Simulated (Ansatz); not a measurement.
Geometry optimisation, Ansatz 0.2.0, UKS PBE/6-31G*.

input.yaml

```yaml
crystal:
  periodic: [false, false, false]
  atoms:
    - { symbol: Si, position_ang: [0.0, 0.0, 0.0] }
    - { symbol: H, position_ang: [0.0, 0.0, 1.71] }
    - { symbol: H, position_ang: [1.3768, 0.0, -0.4862] }
    - { symbol: H, position_ang: [-0.6877, 1.1914, -0.4862] }
    - { symbol: "N", position_ang: [-0.8572, -1.4851, -0.6061] }
    - { symbol: H, position_ang: [-1.3922, -2.1014, 0.0704] }
    - { symbol: H, position_ang: [-0.8219, -1.7344, -1.6357] }
    - { symbol: O, position_ang: [0.0, 0.0, 3.02] }
    - { symbol: H, position_ang: [-0.5144, -0.8011, 3.3571] }
magnetization:
  spin_polarized: true
  initial_magnetization: 1
basis:
  gaussian: { orbitals: "6-31G*" }
hamiltonian:
  xc: pbe
relax:
  f_tol: 0.15
  max_steps: 25
  restrain:
    - { distance: [1, 7], at: 1.01, k: 30.0 }
    - { distance: [0, 1], at: 2.66, k: 30.0 }
```

Launched with:

```bash
$ ansatz run input.yaml --threads 1 --pin off --max-ram 2048MiB --backend cpu --events-out ev --progress --plain --runs-dir out
```

Q: Where does it end, and by what steps?

A: The run converged. The restraints hold the end off the free minimum. After 22 steps the energy has fallen by 1.302 eV (the restraints' own energy left out); H7 moved furthest, 1.04 Å. Joined: H2–O8 (1.31 → 0.99 Å).

| step | energy less start (eV) | largest force component (eV/Å) | accepted |
| --- | --- | --- | --- |
| 0 | 0.0000 | 2.298 | yes |
| 1 | -0.4879 | 2.492 | yes |
| 2 | -0.6042 | 3.481 | yes |
| 3 | -0.7721 | 1.231 | yes |
| 4 | -0.9305 | 0.891 | yes |
| 5 | -0.9609 | 0.743 | yes |
| 6 | -1.0557 | 0.892 | yes |
| 7 | -1.1544 | 0.505 | yes |
| 8 | -1.2075 | 0.518 | yes |
| 9 | -1.0952 | 1.962 | no |
| 10 | -1.2350 | 0.559 | yes |
| 11 | -1.2534 | 0.498 | yes |
| 12 | -1.2554 | 0.483 | yes |
| 13 | -1.2618 | 0.535 | yes |
| 14 | -1.2742 | 0.360 | yes |
| 15 | -1.2765 | 0.344 | yes |
| 16 | -1.2845 | 0.322 | yes |
| 17 | -1.2398 | 1.574 | no |
| 18 | -1.2861 | 0.465 | yes |
| 19 | -1.2872 | 0.687 | yes |
| 20 | -1.2921 | 0.618 | yes |
| 21 | -1.2940 | 0.584 | yes |
| 22 | -1.3023 | 0.345 | yes |

```xyz
9
Properties=species:S:1:pos:R:3
Si 0.206 -0.003 -0.249
H 0.147 0.207 2.402
H 1.221 0.067 -1.365
H -0.668 1.224 -0.280
N -0.839 -1.360 -0.632
H -1.670 -1.478 -0.048
H -0.420 -2.267 -0.841
O -0.599 -0.203 2.917
H -0.274 -1.119 3.039
```

Run time: 58 s on 1 thread of Arm Neoverse V2, with other jobs on the host, peak memory 0.15 GiB.
